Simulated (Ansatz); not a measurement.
# CCSD/cc-pVTZ run of SiHCl (SMILES [SiH]Cl)

Aim: the energy change on altering one bond length of SiHCl at CCSD/cc-pVTZ, from 2 runs. 

The calculation is run with Ansatz 0.2.0.

59 further runs of the same task are left out: 59 set aside as unsound or not needed.

## (1) The system as given

SiHCl: 3 atoms, total charge 0, spin state singlet. SMILES: `[SiH]Cl`. The shape is that of a PBE0-D4/def2-TZVP optimisation.

Bond lengths: Si1–Cl2 2.077 Å, Si1–H3 1.529 Å. Angles: Cl2–Si1–H3 94.7°.

## (2) The energy at CCSD/cc-pVTZ

Input file job.yaml:

```yaml
basis:
  gaussian:
    orbitals: cc-pVTZ
crystal:
  periodic: [false, false, false]
  atoms:
    - {symbol: Si, position_ang: [-0.548300, 0.570970, -0.233910]}
    - {symbol: Cl, position_ang: [1.275420, 0.352820, 0.736230]}
    - {symbol: H, position_ang: [-0.727130, -0.923790, -0.502320]}
correlation:
  method: ccsd
  frozen_orbitals: {Cl: 5, H: 0, Si: 5}
accuracy: high
scf:
  omitted_lower_state_checks: [cluster_reference, increment]
```

Started as:

```console
$ ansatz run job.yaml --threads 1 --pin off --max-ram 3480MiB --events-out events.jsonl --progress --plain --runs-dir runs
```

The log of the run, shortened:

```text
Warning: RAYON_NUM_THREADS=1 ignored (pool sized by the plan → 1); use --threads N
Functional definition: HF
  name "HF"
[...]
1263 factors; integrals over basis functions are off by at most 3.9e-9 eV
[...]
mean field -20382.44511702 eV, -749.0410423331 hartree, gradient 2.4e-8 eV, S^2 0.000000; 0 other end points of the search recorded, 0 dependent functions left out; unrestricted orbitals would lower it
10 core orbitals not correlated: weight in the atoms' cores, before any rotation towards them, 1.000 or more for the frozen orbitals, at most 0.000 for the correlated occupied ones
reference -20382.44511702 eV, -749.0410423331 hartree; 6, 6 occupied and 66, 66 virtual orbitals, 1263 factors
second order -7.85188679 eV of doubles, -0.00000000 eV of singles
cycle   1  -8.46239957 eV  change   -6.1e-1 eV  update   7.3e-2
[...]
cycle  24  -8.76672685 eV  change  -9.3e-10 eV  update  3.6e-10
Total energy: -20391.21184388 eV, -749.3632136027 hartree
Checks for a lower state left out: cluster_reference, increment
```

It took 3.6 s on 1 thread of Arm Neoverse V1, shared host; peak memory 0.3 GiB.

## (3) The distorted shape at the same level

Input file job.yaml:

```yaml
crystal:
  periodic: [false, false, false]
  atoms:
    - {symbol: Si, position_ang: [-1.095375, 0.636410, -0.524930]}
    - {symbol: Cl, position_ang: [1.275420, 0.352820, 0.736230]}
    - {symbol: H, position_ang: [-1.274205, -0.858350, -0.793340]}
basis:
  gaussian: {orbitals: cc-pVTZ}
correlation: {method: ccsd, frozen_orbitals: {Cl: 5, H: 0, Si: 5}}
accuracy: high
scf: {omitted_lower_state_checks: [cluster_reference, increment]}
```

Started as:

```console
$ ansatz run job.yaml --threads 1 --pin off --max-ram 3480MiB --events-out events.jsonl --progress --plain --runs-dir runs
```

The log of the run, shortened:

```text
Warning: RAYON_NUM_THREADS=1 ignored (pool sized by the plan → 1); use --threads N
[... 2 set-up lines as earlier in the session ...]
[...]
1214 factors; integrals over basis functions are off by at most 4.1e-9 eV
[...]
mean field -20381.08286427 eV, -748.9909804677 hartree, gradient 1.9e-8 eV, S^2 0.000000; 0 other end points of the search recorded, 0 dependent functions left out; unrestricted orbitals would lower it
10 core orbitals not correlated: weight in the atoms' cores, before any rotation towards them, 1.000 or more for the frozen orbitals, at most 0.000 for the correlated occupied ones
reference -20381.08286427 eV, -748.9909804677 hartree; 6, 6 occupied and 66, 66 virtual orbitals, 1214 factors
second order -7.77778491 eV of doubles, -0.00000000 eV of singles
cycle   1  -8.39116236 eV  change   -6.1e-1 eV  update   8.8e-2
[...]
cycle  26  -8.74227256 eV  change  -6.0e-11 eV  update   1.3e-9
Total energy: -20389.82513683 eV, -749.3122530586 hartree
Checks for a lower state left out: cluster_reference, increment
```

Wall time 3.6 s (1 thread of Arm Neoverse V1, shared host); peak memory 0.29 GiB.

## (4) Outcome

Level: CCSD/cc-pVTZ, 10 core orbitals frozen.

```
                                                           quantity          value
                                          first shape: total energy  -749.36321 Eh
          first shape: correlation energy (10 core orbitals frozen)     -322.2 mEh
                                         first shape: T1 diagnostic          0.013
                                      distorted shape: total energy  -749.31225 Eh
      distorted shape: correlation energy (10 core orbitals frozen)     -321.3 mEh
                                     distorted shape: T1 diagnostic          0.020
energy change with the Si1–Cl2 bond stretched from 2.077 to 2.700 Å       1.387 eV
```

With the Si1–Cl2 bond stretched from 2.077 to 2.700 Å the energy rises by 1.39 eV (32 kcal/mol). The first shape isn't relaxed at this level, so the change isn't measured from a minimum. The restricted solution (first shape) is unstable to spin breaking: an unrestricted one lies lower. The restricted solution (distorted shape) is unstable to spin breaking: an unrestricted one lies lower.
